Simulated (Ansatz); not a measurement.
This Ansatz (an electronic-structure program) input (PBE0/cc-pV(Q+d)Z) gives -920.11276 Eh with 128 basis functions. A basis named .json is the Basis Set Exchange file of that set (core-valence sets with the plain set on hydrogen).

Ansatz 0.2 input:
```yaml
crystal:
  periodic: [false, false, false]
  atoms:
    - {symbol: Cl, position_ang: [-0.00000000, -0.00000000, -1.00677069]}
    - {symbol: Cl, position_ang: [0.00000000, 0.00000000, 1.00677069]}
basis:
  gaussian:
    orbitals: cc-pV_Q+d_Z.json
hamiltonian:
  xc: {name: PBE0}
magnetization: {spin_polarized: false}
```

Change:
```diff
- orbitals: cc-pV_Q+d_Z.json
+ orbitals: 6-311+G__.json
```

What does the run give now?

-920.07521 Eh (PBE0/6-311+G**, 62 functions), a change of +37.55 mEh.
